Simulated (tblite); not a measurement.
C4H6NO (doublet state).
Numbering: `[CH3:1][C:2]1[CH:3]=[N:4][O:5][CH2:6]1` (hydrogens: H7, H8, H9 on C1; H10 on C3; H11, H12 on C6)

Cartesian coordinates in Å at the GFN2-xTB level; atoms count from 1:
```xyz
12
C4H6NO angstrom
C      1.4062    0.4731    0.5431
C      0.0548    0.1720    0.0279
C     -0.9813    1.0138   -0.3083
N     -2.0538    0.3716   -0.7402
O     -1.7918   -0.9666   -0.7174
C     -0.4731   -1.1996   -0.2433
H      2.1711    0.0894   -0.1347
H      1.5629   -0.0024    1.5131
H      1.5390    1.5461    0.6517
H     -1.0038    2.0850   -0.2570
H      0.0929   -1.7454   -1.0128
H     -0.5219   -1.8376    0.6518
```

Structure optimised with GFN2-xTB, isolated species. This method treats the open shell by occupation alone, without spin polarisation.

Masses are those of the commonest isotopes; rigid-rotor values at the optimised geometry. 

Question: Give the principal moments of inertia and the rotational constants in GHz.

Answer: Ia = 60.80, Ib = 150.93, Ic = 205.43 u·Å²; 505379 MHz·u·Å²/I gives 8311, 3348 and 2460 MHz, that is A = 8.3115, B = 3.3485, C = 2.4601 GHz.

Question: Classify the top.

Answer: An asymmetric top; Ray's κ = -0.696.

Question: What does the inertial defect say?

Answer: Not planar: Δ = Ic − Ia − Ib = -6.30 u·Å². For a rigid frame Δ = −2 Σ m c², so Σ m c² = 3.15 u·Å² lies off the ab plane, practically all of it from hydrogen. The atom farthest from that plane is 0.89 Å away.

Question: Where do the levels up to J = 5 lie, in MHz?

Answer: Above 0(0,0):
J = 1: 1(0,1) 5809, 1(1,1) 10772, 1(1,0) 11660
J = 2: 2(0,2) 17317, 2(1,2) 21500, 2(1,1) 24166, 2(2,1) 39055, 2(2,0) 39163
J = 3: 3(0,3) 34317, 3(1,3) 37529, 3(1,2) 42851, 3(2,2) 56480, 3(2,1) 57014, 3(3,1) 83581, 3(3,0) 83589
J = 4: 4(0,4) 56548, 4(1,4) 58792, 4(1,3) 67617, 4(2,3) 79629, 4(2,2) 81166, 4(3,2) 107010, 4(3,1) 107068, 4(4,1) 144686, 4(4,0) 144687
J = 5: 5(0,5) 83779, 5(1,5) 85216, 5(1,4) 98313, 5(2,4) 108431, 5(2,3) 111775, 5(3,3) 136347, 5(3,2) 136577, 5(4,2) 173971, 5(4,1) 173975, 5(5,1) 222411, 5(5,0) 222411
Those of J = 1 are B + C, A + C and A + B.

Question: Estimate the classical rotational partition function at 100 K, 298.15 K and 500 K.

Answer: Point group Cs, symmetry number σ = 1; q = (√π/σ)·√((kT/h)³/(ABC)), k/h = 20836.6 MHz/K: 20400 at 100 K, 105000 at 298.15 K, 228000 at 500 K.

For this open shell read J as N, the rotation without spin; fine and hyperfine splittings come on top. Its GFN2-xTB frequencies are all real (lowest 91 cm⁻¹). Zero-point vibration and centrifugal distortion are left out.

These are computed values.
